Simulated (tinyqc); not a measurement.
Worked calculation (part 1 of 2): ROHF in the sto-3g basis, for CH, spin multiplicity 4. Computed by tinyqc, a small Python program that keeps every step (integrals from PySCF). Settings: charge = 0, multiplicity = 4, basis = sto-3g, energy threshold = 1e-08, iteration cap = 60, orthogonalisation = symmetric, start = highest core orbitals, DIIS depth = 8, method = ROHF. Command: `OMP_NUM_THREADS=1 python tinyqc.py 30320 30321 out.jsonl` (the two numbers bound the seeds that draw the settings). One thread of a shared host (Intel(R) Xeon(R) Processor @ 2.60GHz), about 0.1 s of CPU time with the checks. Later iterations appear only in the table of the cycle.

## One-electron integrals

Geometry (angstrom):

| atom | x | y | z |
|---|---|---|---|
| C | 0.0000 | 0.0000 | 0.0000 |
| H | 0.0000 | 0.0000 | 0.9830 |

Basis sto-3g: exponents (1/bohr^2) and contraction coefficients of normalised primitives:

| element | l (shell) | exponent | coefficient |
|---|---|---|---|
| C | s (1) | 71.6168 | 0.1543 |
| C | s (1) | 13.0451 | 0.5353 |
| C | s (1) | 3.5305 | 0.4446 |
| C | s (2) | 2.9412 | -0.1000 |
| C | s (2) | 0.6835 | 0.3995 |
| C | s (2) | 0.2223 | 0.7001 |
| C | p (3) | 2.9412 | 0.1559 |
| C | p (3) | 0.6835 | 0.6077 |
| C | p (3) | 0.2223 | 0.3920 |
| H | s (1) | 3.4253 | 0.1543 |
| H | s (1) | 0.6239 | 0.5353 |
| H | s (1) | 0.1689 | 0.4446 |

Overlap, kinetic and nuclear-attraction integrals over the contracted functions; the nuclear repulsion is the sum of Za Zb / Rab.

nuclear repulsion = 3.229973 hartree

overlap S:
```
         1C 1s   1C 2s  1C 2px  1C 2py  1C 2pz   2H 1s
1C 1s   1.0000  0.2484  0.0000  0.0000  0.0000  0.0799
1C 2s   0.2484  1.0000  0.0000  0.0000  0.0000  0.5538
1C 2px  0.0000  0.0000  1.0000  0.0000  0.0000  0.0000
1C 2py  0.0000  0.0000  0.0000  1.0000  0.0000  0.0000
1C 2pz  0.0000  0.0000  0.0000  0.0000  1.0000  0.5009
2H 1s   0.0799  0.5538  0.0000  0.0000  0.5009  1.0000
```

kinetic energy T (hartree):
```
          1C 1s    1C 2s  1C 2px  1C 2py  1C 2pz    2H 1s
1C 1s   15.8911  -0.0859  0.0000  0.0000  0.0000  -0.0040
1C 2s   -0.0859   0.4722  0.0000  0.0000  0.0000   0.1453
1C 2px   0.0000   0.0000  1.4777  0.0000  0.0000   0.0000
1C 2py   0.0000   0.0000  0.0000  1.4777  0.0000   0.0000
1C 2pz   0.0000   0.0000  0.0000  0.0000  1.4777   0.3305
2H 1s   -0.0040   0.1453  0.0000  0.0000  0.3305   0.7600
```

nuclear attraction V (hartree):
```
           1C 1s    1C 2s   1C 2px   1C 2py   1C 2pz    2H 1s
1C 1s   -34.1911  -4.3259   0.0000   0.0000  -0.0208  -1.4303
1C 2s    -4.3259  -5.7039   0.0000   0.0000  -0.1990  -2.8281
1C 2px    0.0000   0.0000  -5.6116   0.0000   0.0000   0.0000
1C 2py    0.0000   0.0000   0.0000  -5.6116   0.0000   0.0000
1C 2pz   -0.0208  -0.1990   0.0000   0.0000  -5.7640  -2.4408
2H 1s    -1.4303  -2.8281   0.0000   0.0000  -2.4408  -4.3505
```

core Hamiltonian H = T + V (hartree):
```
           1C 1s    1C 2s   1C 2px   1C 2py   1C 2pz    2H 1s
1C 1s   -18.2999  -4.4118   0.0000   0.0000  -0.0208  -1.4343
1C 2s    -4.4118  -5.2316   0.0000   0.0000  -0.1990  -2.6828
1C 2px    0.0000   0.0000  -4.1339   0.0000   0.0000   0.0000
1C 2py    0.0000   0.0000   0.0000  -4.1339   0.0000   0.0000
1C 2pz   -0.0208  -0.1990   0.0000   0.0000  -4.2863  -2.1103
2H 1s    -1.4343  -2.6828   0.0000   0.0000  -2.1103  -3.5904
```

## Two-electron integrals

Functions are numbered as in S; the eight-fold symmetry (ij|kl) = (ji|kl) = (kl|ij) leaves the list below.

Two-electron integrals (ij|kl) in chemists' order, unique and non-zero (hartree):
```
(11|11) 3.5419   (21|11) 0.5769   (21|21) 0.1119   (22|11) 0.8547
(22|21) 0.2053   (22|22) 0.6247   (31|31) 0.0203   (32|31) 0.0309
(32|32) 0.1380   (33|11) 0.8524   (33|21) 0.2053   (33|22) 0.6246
(33|33) 0.6728   (41|41) 0.0203   (42|41) 0.0309   (42|42) 0.1380
(43|43) 0.0363   (44|11) 0.8524   (44|21) 0.2053   (44|22) 0.6246
(44|33) 0.6003   (44|44) 0.6728   (51|51) 0.0203   (52|51) 0.0309
(52|52) 0.1380   (53|53) 0.0363   (54|54) 0.0363   (55|11) 0.8524
(55|21) 0.2053   (55|22) 0.6246   (55|33) 0.6003   (55|44) 0.6003
(55|55) 0.6728   (61|11) 0.1881   (61|21) 0.0362   (61|22) 0.0660
(61|33) 0.0658   (61|44) 0.0658   (61|51) 0.0022   (61|52) 0.0041
(61|55) 0.0665   (61|61) 0.0120   (62|11) 0.3912   (62|21) 0.0949
(62|22) 0.3111   (62|33) 0.3043   (62|44) 0.3043   (62|51) 0.0090
(62|52) 0.0580   (62|55) 0.3245   (62|61) 0.0319   (62|62) 0.1926
(63|31) 0.0104   (63|32) 0.0523   (63|53) 0.0118   (63|63) 0.0258
(64|41) 0.0104   (64|42) 0.0523   (64|54) 0.0118   (64|64) 0.0258
(65|11) 0.3107   (65|21) 0.0765   (65|22) 0.2658   (65|33) 0.2523
(65|44) 0.2523   (65|51) 0.0168   (65|52) 0.0990   (65|55) 0.2925
(65|61) 0.0271   (65|62) 0.1959   (65|65) 0.2216   (66|11) 0.5194
(66|21) 0.1282   (66|22) 0.4713   (66|33) 0.4464   (66|44) 0.4464
(66|51) 0.0168   (66|52) 0.1391   (66|55) 0.5207   (66|61) 0.0439
(66|62) 0.3515   (66|65) 0.3976   (66|66) 0.7746
```

## Orthogonalisation

S = U s U^T; symmetric (Loewdin) form X = U s^(-1/2) U^T, so that X^T S X = 1.

eigenvalues of S: 0.2455  0.8188  1.0000  1.0000  1.1428  1.7929

X:
```
          1C 1s    1C 2s  1C 2px  1C 2py   1C 2pz    2H 1s
1C 1s    1.0258  -0.1453  0.0000  0.0000  -0.0142   0.0277
1C 2s   -0.1453   1.2372  0.0000  0.0000   0.1891  -0.4649
1C 2px   0.0000   0.0000  1.0000  0.0000   0.0000   0.0000
1C 2py   0.0000   0.0000  0.0000  1.0000   0.0000   0.0000
1C 2pz  -0.0142   0.1891  0.0000  0.0000   1.1680  -0.4141
2H 1s    0.0277  -0.4649  0.0000  0.0000  -0.4141   1.3748
```

## Starting guess

The start is the highest orbitals of the core Hamiltonian (a deliberately bad start); D(s) = C_occ C_occ^T for each spin.

D(alpha) at the start:
```
          1C 1s    1C 2s  1C 2px  1C 2py   1C 2pz    2H 1s
1C 1s    0.0686  -0.3308  0.0000  0.0000  -0.0685   0.1343
1C 2s   -0.3308   1.8034  0.0000  0.0000   0.6494  -1.2966
1C 2px   0.0000   0.0000  1.0000  0.0000   0.0000   0.0000
1C 2py   0.0000   0.0000  0.0000  1.0000   0.0000   0.0000
1C 2pz  -0.0685   0.6494  0.0000  0.0000   1.5716  -1.1413
2H 1s    0.1343  -1.2966  0.0000  0.0000  -1.1413   2.2785
```

D(beta) at the start:
```
          1C 1s    1C 2s   1C 2px   1C 2py   1C 2pz    2H 1s
1C 1s    0.0038  -0.0453   0.0000   0.0000  -0.0376   0.0914
1C 2s   -0.0453   0.5438   0.0000   0.0000   0.4518  -1.0970
1C 2px   0.0000   0.0000   0.9702  -0.1700   0.0000   0.0000
1C 2py   0.0000   0.0000  -0.1700   0.0298   0.0000   0.0000
1C 2pz  -0.0376   0.4518   0.0000   0.0000   0.3753  -0.9114
2H 1s    0.0914  -1.0970   0.0000   0.0000  -0.9114   2.2131
```

## Iteration 1: building the Fock matrix

J_ij = sum D_kl (ij|kl) with D = D(alpha) + D(beta), K_ij = sum D_kl (ik|jl) for each spin; F = H + J - K(s); E = tr D H + tr D J / 2 - 0.5 sum_s tr D(s) K(s) + E_nn.

Coulomb J (hartree):
```
         1C 1s   1C 2s   1C 2px   1C 2py  1C 2pz   2H 1s
1C 1s   5.3150  1.2790   0.0000   0.0000  0.0283  0.4155
1C 2s   1.2790  4.0299   0.0000   0.0000  0.2397  2.2248
1C 2px  0.0000  0.0000   4.0283  -0.0123  0.0000  0.0000
1C 2py  0.0000  0.0000  -0.0123   3.9601  0.0000  0.0000
1C 2pz  0.0283  0.2397   0.0000   0.0000  4.0986  2.0800
2H 1s   0.4155  2.2248   0.0000   0.0000  2.0800  3.8871
```

exchange K(alpha) (hartree):
```
          1C 1s   1C 2s  1C 2px  1C 2py   1C 2pz   2H 1s
1C 1s    0.1146  0.1067  0.0000  0.0000  -0.0022  0.0376
1C 2s    0.1067  1.0164  0.0000  0.0000   0.0338  0.5547
1C 2px   0.0000  0.0000  0.8948  0.0000   0.0000  0.0000
1C 2py   0.0000  0.0000  0.0000  0.8948   0.0000  0.0000
1C 2pz  -0.0022  0.0338  0.0000  0.0000   0.9449  0.4835
2H 1s    0.0376  0.5547  0.0000  0.0000   0.4835  0.9352
```

exchange K(beta) (hartree):
```
          1C 1s   1C 2s   1C 2px   1C 2py   1C 2pz   2H 1s
1C 1s    0.0273  0.0336   0.0000   0.0000  -0.0019  0.0066
1C 2s    0.0336  0.1665   0.0000   0.0000   0.0359  0.1537
1C 2px   0.0000  0.0000   0.6624  -0.1082   0.0000  0.0000
1C 2py   0.0000  0.0000  -0.1082   0.0637   0.0000  0.0000
1C 2pz  -0.0019  0.0359   0.0000   0.0000   0.1042  0.1807
2H 1s    0.0066  0.1537   0.0000   0.0000   0.1807  0.6120
```

F(alpha) (hartree):
```
           1C 1s    1C 2s   1C 2px   1C 2py   1C 2pz    2H 1s
1C 1s   -13.0996  -3.2396   0.0000   0.0000   0.0097  -1.0564
1C 2s    -3.2396  -2.2181   0.0000   0.0000   0.0069  -1.0127
1C 2px    0.0000   0.0000  -1.0003  -0.0123   0.0000   0.0000
1C 2py    0.0000   0.0000  -0.0123  -1.0686   0.0000   0.0000
1C 2pz    0.0097   0.0069   0.0000   0.0000  -1.1326  -0.5137
2H 1s    -1.0564  -1.0127   0.0000   0.0000  -0.5137  -0.6386
```

F(beta) (hartree):
```
           1C 1s    1C 2s   1C 2px   1C 2py   1C 2pz    2H 1s
1C 1s   -13.0122  -3.1664   0.0000   0.0000   0.0094  -1.0254
1C 2s    -3.1664  -1.3682   0.0000   0.0000   0.0049  -0.6118
1C 2px    0.0000   0.0000  -0.7679   0.0959   0.0000   0.0000
1C 2py    0.0000   0.0000   0.0959  -0.2375   0.0000   0.0000
1C 2pz    0.0094   0.0049   0.0000   0.0000  -0.2920  -0.2109
2H 1s    -1.0254  -0.6118   0.0000   0.0000  -0.2109  -0.3154
```

total energy of this density = -12.684099 hartree

## Iteration 1: Roothaan effective Fock matrix

With projectors Pc = D(beta) S, Po = (D(alpha) - D(beta)) S, Pv = 1 - D(alpha) S, the block xy is Px^T F Py; with Fc = (F(alpha) + F(beta))/2, the blocks are Fc for cc, oo, vv and cv, F(beta) for co and F(alpha) for ov.

effective F (hartree):
```
           1C 1s    1C 2s   1C 2px   1C 2py   1C 2pz    2H 1s
1C 1s   -13.0564  -3.2249   0.0000   0.0000   0.0095  -1.0519
1C 2s    -3.2249  -1.8067   0.0000   0.0000   0.0002  -0.8305
1C 2px    0.0000   0.0000  -0.8841   0.0418   0.0000   0.0000
1C 2py    0.0000   0.0000   0.0418  -0.6530   0.0000   0.0000
1C 2pz    0.0095   0.0002   0.0000   0.0000  -0.7217  -0.3928
2H 1s    -1.0519  -0.8305   0.0000   0.0000  -0.3928  -0.5130
```

## Iteration 1: diagonalisation and new density

Diagonalise F' = X^T F X, C = X C', fill 5 alpha and 2 beta electrons from the bottom; D(s) = C_occ C_occ^T. Each column has its largest component positive (the first on a tie).

F' = X^T F X (hartree):
```
          1        2        3        4        5        6
1  -12.8693  -1.4633   0.0000   0.0000   0.0145  -0.2656
2   -1.4633  -1.1364   0.0000   0.0000   0.1084  -0.3980
3    0.0000   0.0000  -0.8841   0.0418   0.0000   0.0000
4    0.0000   0.0000   0.0418  -0.6530   0.0000   0.0000
5    0.0145   0.1084   0.0000   0.0000  -0.6250  -0.2742
6   -0.2656  -0.3980   0.0000   0.0000  -0.2742   0.0178
```

orbital energies (hartree): MO1 -13.0565, MO2 -1.0766, MO3 -0.8915, MO4 -0.7239, MO5 -0.6457, MO6 0.2442

coefficients C:
```
            MO1      MO2      MO3      MO4     MO5      MO6
1C 1s    1.0006  -0.2554   0.0000   0.0064  0.0000   0.0883
1C 2s   -0.0039   1.0374   0.0000  -0.0467  0.0000  -0.8515
1C 2px   0.0000   0.0000   0.9850   0.0000  0.1726   0.0000
1C 2py   0.0000   0.0000  -0.1726   0.0000  0.9850   0.0000
1C 2pz  -0.0028   0.0099   0.0000   0.9623  0.0000  -0.8034
2H 1s    0.0040  -0.0090   0.0000   0.0729  0.0000   1.5077
```

D(alpha) after iteration 1:
```
          1C 1s    1C 2s  1C 2px  1C 2py   1C 2pz    2H 1s
1C 1s    1.0665  -0.2691  0.0000  0.0000   0.0009   0.0068
1C 2s   -0.2691   1.0785  0.0000  0.0000  -0.0347  -0.0128
1C 2px   0.0000   0.0000  1.0000  0.0000   0.0000   0.0000
1C 2py   0.0000   0.0000  0.0000  1.0000   0.0000   0.0000
1C 2pz   0.0009  -0.0347  0.0000  0.0000   0.9262   0.0700
2H 1s    0.0068  -0.0128  0.0000  0.0000   0.0700   0.0054
```

D(beta) after iteration 1:
```
          1C 1s    1C 2s  1C 2px  1C 2py   1C 2pz    2H 1s
1C 1s    1.0665  -0.2688  0.0000  0.0000  -0.0053   0.0063
1C 2s   -0.2688   1.0763  0.0000  0.0000   0.0102  -0.0094
1C 2px   0.0000   0.0000  0.0000  0.0000   0.0000   0.0000
1C 2py   0.0000   0.0000  0.0000  0.0000   0.0000   0.0000
1C 2pz  -0.0053   0.0102  0.0000  0.0000   0.0001  -0.0001
2H 1s    0.0063  -0.0094  0.0000  0.0000  -0.0001   0.0001
```

## Iteration 2: building the Fock matrix

As before.

Coulomb J (hartree):
```
          1C 1s   1C 2s  1C 2px  1C 2py  1C 2pz   2H 1s
1C 1s   11.3044  2.1616  0.0000  0.0000  0.0004  0.7003
1C 2s    2.1616  4.8037  0.0000  0.0000  0.0051  2.3306
1C 2px   0.0000  0.0000  4.7983  0.0000  0.0000  0.0000
1C 2py   0.0000  0.0000  0.0000  4.7983  0.0000  0.0000
1C 2pz   0.0004  0.0051  0.0000  0.0000  4.7981  1.9489
2H 1s    0.7003  2.3306  0.0000  0.0000  1.9489  3.3993
```

exchange K(alpha) (hartree):
```
          1C 1s   1C 2s  1C 2px  1C 2py   1C 2pz   2H 1s
1C 1s    3.6491  0.6688  0.0000  0.0000  -0.0004  0.2264
1C 2s    0.6688  1.0889  0.0000  0.0000   0.0009  0.5339
1C 2px   0.0000  0.0000  0.8972  0.0000   0.0000  0.0000
1C 2py   0.0000  0.0000  0.0000  0.8972   0.0000  0.0000
1C 2pz  -0.0004  0.0009  0.0000  0.0000   0.8894  0.3915
2H 1s    0.2264  0.5339  0.0000  0.0000   0.3915  0.4980
```

exchange K(beta) (hartree):
```
          1C 1s   1C 2s  1C 2px  1C 2py   1C 2pz   2H 1s
1C 1s    3.5894  0.5776  0.0000  0.0000  -0.0010  0.1889
1C 2s    0.5776  0.6767  0.0000  0.0000   0.0040  0.3279
1C 2px   0.0000  0.0000  0.1527  0.0000   0.0000  0.0000
1C 2py   0.0000  0.0000  0.0000  0.1527   0.0000  0.0000
1C 2pz  -0.0010  0.0040  0.0000  0.0000   0.1520  0.0623
2H 1s    0.1889  0.3279  0.0000  0.0000   0.0623  0.2006
```

F(alpha) (hartree):
```
           1C 1s    1C 2s   1C 2px   1C 2py   1C 2pz    2H 1s
1C 1s   -10.6447  -2.9191   0.0000   0.0000  -0.0200  -0.9604
1C 2s    -2.9191  -1.5168   0.0000   0.0000  -0.1948  -0.8862
1C 2px    0.0000   0.0000  -0.2327   0.0000   0.0000   0.0000
1C 2py    0.0000   0.0000   0.0000  -0.2327   0.0000   0.0000
1C 2pz   -0.0200  -0.1948   0.0000   0.0000  -0.3776  -0.5529
2H 1s    -0.9604  -0.8862   0.0000   0.0000  -0.5529  -0.6892
```

F(beta) (hartree):
```
           1C 1s    1C 2s  1C 2px  1C 2py   1C 2pz    2H 1s
1C 1s   -10.5850  -2.8279  0.0000  0.0000  -0.0194  -0.9229
1C 2s    -2.8279  -1.1046  0.0000  0.0000  -0.1979  -0.6801
1C 2px    0.0000   0.0000  0.5117  0.0000   0.0000   0.0000
1C 2py    0.0000   0.0000  0.0000  0.5117   0.0000   0.0000
1C 2pz   -0.0194  -0.1979  0.0000  0.0000   0.3599  -0.2237
2H 1s    -0.9229  -0.6801  0.0000  0.0000  -0.2237  -0.3918
```

total energy of this density = -37.406779 hartree

## Iteration 2: Roothaan effective Fock matrix

As before.

effective F (hartree):
```
           1C 1s    1C 2s  1C 2px  1C 2py   1C 2pz    2H 1s
1C 1s   -10.6148  -2.8735  0.0000  0.0000  -0.0205  -0.9420
1C 2s    -2.8735  -1.3107  0.0000  0.0000  -0.1975  -0.7838
1C 2px    0.0000   0.0000  0.1395  0.0000   0.0000   0.0000
1C 2py    0.0000   0.0000  0.0000  0.1395   0.0000   0.0000
1C 2pz   -0.0205  -0.1975  0.0000  0.0000  -0.0131  -0.3620
2H 1s    -0.9420  -0.7838  0.0000  0.0000  -0.3620  -0.5115
```

## Iteration 2: DIIS over 2 matrices

error matrix X^T (FDS - SDF) X:
```
         1        2       3       4        5        6
1   0.0000   0.0735  0.0000  0.0000   0.0768  -0.2396
2  -0.0735   0.0000  0.0000  0.0000   0.1710   0.4258
3   0.0000   0.0000  0.0000  0.0000   0.0000   0.0000
4   0.0000   0.0000  0.0000  0.0000   0.0000   0.0000
5  -0.0768  -0.1710  0.0000  0.0000   0.0000   0.2851
6   0.2396  -0.4258  0.0000  0.0000  -0.2851   0.0000
```

B (overlaps of the stored error matrices):
```
                1               2
1   1.1390482e-01  -2.2780762e-01
2  -2.2780762e-01   7.2126263e-01
```

Minimise |sum c_i e_i|^2 with sum c_i = 1: solve [B -1; -1 0][c; lambda] = [0; -1] with B_ij = tr e_i^T e_j, and take F = sum c_i F_i.

DIIS coefficients: 0.7353  0.2647

extrapolated F (hartree):
```
           1C 1s    1C 2s   1C 2px   1C 2py   1C 2pz    2H 1s
1C 1s   -12.4100  -3.1318   0.0000   0.0000   0.0015  -1.0228
1C 2s    -3.1318  -1.6754   0.0000   0.0000  -0.0521  -0.8181
1C 2px    0.0000   0.0000  -0.6131   0.0307   0.0000   0.0000
1C 2py    0.0000   0.0000   0.0307  -0.4432   0.0000   0.0000
1C 2pz    0.0015  -0.0521   0.0000   0.0000  -0.5341  -0.3847
2H 1s    -1.0228  -0.8181   0.0000   0.0000  -0.3847  -0.5126
```

## Iteration 2: diagonalisation and new density

As before.

F' = X^T F X (hartree):
```
          1        2        3        4        5        6
1  -12.2125  -1.4755   0.0000   0.0000   0.0049  -0.2440
2   -1.4755  -0.9842   0.0000   0.0000   0.0911  -0.4295
3    0.0000   0.0000  -0.6131   0.0307   0.0000   0.0000
4    0.0000   0.0000   0.0307  -0.4432   0.0000   0.0000
5    0.0049   0.0911   0.0000   0.0000  -0.3970  -0.3245
6   -0.2440  -0.4295   0.0000   0.0000  -0.3245   0.0344
```

orbital energies (hartree): MO1 -12.4102, MO2 -0.9535, MO3 -0.6185, MO4 -0.5447, MO5 -0.4378, MO6 0.3491

coefficients C:
```
            MO1      MO2      MO3      MO4     MO5      MO6
1C 1s    0.9989  -0.2531   0.0000   0.0520  0.0000   0.0990
1C 2s    0.0042   0.9765   0.0000  -0.2746  0.0000  -0.8801
1C 2px   0.0000   0.0000   0.9850   0.0000  0.1726   0.0000
1C 2py   0.0000   0.0000  -0.1726   0.0000  0.9850   0.0000
1C 2pz  -0.0004   0.1052   0.0000   0.8730  0.0000  -0.8935
2H 1s    0.0007   0.0769   0.0000   0.2111  0.0000   1.4927
```

D(alpha) after iteration 2:
```
          1C 1s    1C 2s  1C 2px  1C 2py   1C 2pz    2H 1s
1C 1s    1.0645  -0.2572  0.0000  0.0000   0.0184  -0.0078
1C 2s   -0.2572   1.0289  0.0000  0.0000  -0.1370   0.0171
1C 2px   0.0000   0.0000  1.0000  0.0000   0.0000   0.0000
1C 2py   0.0000   0.0000  0.0000  1.0000   0.0000   0.0000
1C 2pz   0.0184  -0.1370  0.0000  0.0000   0.7733   0.1924
2H 1s   -0.0078   0.0171  0.0000  0.0000   0.1924   0.0505
```

D(beta) after iteration 2:
```
          1C 1s    1C 2s  1C 2px  1C 2py   1C 2pz    2H 1s
1C 1s    1.0618  -0.2429  0.0000  0.0000  -0.0271  -0.0188
1C 2s   -0.2429   0.9535  0.0000  0.0000   0.1027   0.0751
1C 2px   0.0000   0.0000  0.0000  0.0000   0.0000   0.0000
1C 2py   0.0000   0.0000  0.0000  0.0000   0.0000   0.0000
1C 2pz  -0.0271   0.1027  0.0000  0.0000   0.0111   0.0081
2H 1s   -0.0188   0.0751  0.0000  0.0000   0.0081   0.0059
```

## Iteration 3: building the Fock matrix

As before.

Coulomb J (hartree):
```
          1C 1s   1C 2s  1C 2px  1C 2py  1C 2pz   2H 1s
1C 1s   11.2384  2.1470  0.0000  0.0000  0.0067  0.6965
1C 2s    2.1470  4.7766  0.0000  0.0000  0.0481  2.3449
1C 2px   0.0000  0.0000  4.7684  0.0000  0.0000  0.0000
1C 2py   0.0000  0.0000  0.0000  4.7684  0.0000  0.0000
1C 2pz   0.0067  0.0481  0.0000  0.0000  4.7768  1.9841
2H 1s    0.6965  2.3449  0.0000  0.0000  1.9841  3.4678
```

exchange K(alpha) (hartree):
```
         1C 1s    1C 2s  1C 2px  1C 2py   1C 2pz   2H 1s
1C 1s   3.6449   0.6659  0.0000  0.0000   0.0000  0.2249
1C 2s   0.6659   1.0802  0.0000  0.0000  -0.0038  0.5479
1C 2px  0.0000   0.0000  0.8924  0.0000   0.0000  0.0000
1C 2py  0.0000   0.0000  0.0000  0.8924   0.0000  0.0000
1C 2pz  0.0000  -0.0038  0.0000  0.0000   0.8675  0.4204
2H 1s   0.2249   0.5479  0.0000  0.0000   0.4204  0.5682
```

exchange K(beta) (hartree):
```
         1C 1s   1C 2s  1C 2px  1C 2py  1C 2pz   2H 1s
1C 1s   3.5860  0.5782  0.0000  0.0000  0.0016  0.1895
1C 2s   0.5782  0.6615  0.0000  0.0000  0.0993  0.3798
1C 2px  0.0000  0.0000  0.1464  0.0000  0.0000  0.0000
1C 2py  0.0000  0.0000  0.0000  0.1464  0.0000  0.0000
1C 2pz  0.0016  0.0993  0.0000  0.0000  0.1659  0.1317
2H 1s   0.1895  0.3798  0.0000  0.0000  0.1317  0.2843
```

F(alpha) (hartree):
```
           1C 1s    1C 2s   1C 2px   1C 2py   1C 2pz    2H 1s
1C 1s   -10.7065  -2.9307   0.0000   0.0000  -0.0141  -0.9627
1C 2s    -2.9307  -1.5353   0.0000   0.0000  -0.1471  -0.8858
1C 2px    0.0000   0.0000  -0.2579   0.0000   0.0000   0.0000
1C 2py    0.0000   0.0000   0.0000  -0.2579   0.0000   0.0000
1C 2pz   -0.0141  -0.1471   0.0000   0.0000  -0.3770  -0.5466
2H 1s    -0.9627  -0.8858   0.0000   0.0000  -0.5466  -0.6909
```

F(beta) (hartree):
```
           1C 1s    1C 2s  1C 2px  1C 2py   1C 2pz    2H 1s
1C 1s   -10.6476  -2.8430  0.0000  0.0000  -0.0157  -0.9273
1C 2s    -2.8430  -1.1166  0.0000  0.0000  -0.2502  -0.7177
1C 2px    0.0000   0.0000  0.4881  0.0000   0.0000   0.0000
1C 2py    0.0000   0.0000  0.0000  0.4881   0.0000   0.0000
1C 2pz   -0.0157  -0.2502  0.0000  0.0000   0.3246  -0.2579
2H 1s    -0.9273  -0.7177  0.0000  0.0000  -0.2579  -0.4070
```

total energy of this density = -37.553995 hartree

## Iteration 3: Roothaan effective Fock matrix

As before.

effective F (hartree):
```
           1C 1s    1C 2s  1C 2px  1C 2py   1C 2pz    2H 1s
1C 1s   -10.6771  -2.8858  0.0000  0.0000  -0.0225  -0.9489
1C 2s    -2.8858  -1.3163  0.0000  0.0000  -0.2297  -0.8188
1C 2px    0.0000   0.0000  0.1151  0.0000   0.0000   0.0000
1C 2py    0.0000   0.0000  0.0000  0.1151   0.0000   0.0000
1C 2pz   -0.0225  -0.2297  0.0000  0.0000  -0.0470  -0.4050
2H 1s    -0.9489  -0.8188  0.0000  0.0000  -0.4050  -0.5463
```
